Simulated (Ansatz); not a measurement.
## One elementary step

Start structure (Si2H7, doublet), relaxed at PBE0-D4/def2-TZVP:

H1  (0.075, 0.307, 0.759)
Si2  (0.212, 0.860, 2.132)
Si3  (-0.234, -0.949, -2.352)
H4  (-0.376, 2.224, 2.177)
H5  (1.649, 0.929, 2.497)
H6  (-0.502, -0.018, 3.093)
H7  (0.761, -2.043, -2.496)
H8  (0.035, 0.152, -3.313)
H9  (-1.621, -1.462, -2.497)
(Å)

The step: SiH₃ + SiH₄ → SiH₃ + SiH₄; bonds formed: H1–Si3; bonds broken: H1–Si2. Ansatz 0.2.0; basis: def2-TZVPP and def2-QZVPP; cores frozen in the correlated methods; orbitals are unrestricted. Extrapolation: Hartree–Fock as exp(−7.88 √X), correlation as X^−2.97. Energies below are by CCSD(T) at an estimated basis limit (MP2 extrapolated from triple and quadruple zeta, plus CCSD(T) − MP2 in triple zeta).

(1) What are the electronic barrier and the energy of the step, from the start structure to the end structure? (An estimate is asked for; the value comes from the calculation.)

The T1 diagnostic stays at or below 0.016. ⟨S²⟩ of the unrestricted Hartree–Fock references: 0.75 to 0.78 (a pure state has 0.75). The start structure is not quite a true minimum (one mode of 57i cm⁻¹). The end structure is not quite a true minimum (one mode of 57i cm⁻¹).

Answers

(1) The calculation gives: Barrier 10.72 kcal/mol; step energy 0.00 kcal/mol (both ends alike: a degenerate step); reverse barrier, their difference, 10.72 kcal/mol. Barrier and step energy count from the start structure, the reverse barrier from the end structure.

The saddle point: One imaginary mode of 1012i cm⁻¹.
| pair | start (Å) | saddle (Å) | end (Å) |
| --- | --- | --- | --- |
| H1–Si3 | 3.37 | 1.77 | 1.49 |
| H1–Si2 | 1.49 | 1.77 | 3.37 |

Zero-point energy (harmonic, PBE0-D4): ZPE is 32.83 kcal/mol at the start and 30.82 kcal/mol at the saddle, so the barrier goes from 10.72 to 8.71 kcal/mol.

Radical steps of this kind take place in plasma deposition and etching.

For scale, one of the runs: CCSD(T)/def2-TZVPP, 182 basis functions, launched by `ansatz run in.yaml --threads 2 --pin off --events-out ev --progress --plain --max-ram 4352MiB`. The run took 55 s on 2 CPU threads of an Arm Neoverse V2 (shared host), with 3.8 GiB of host memory at its peak.
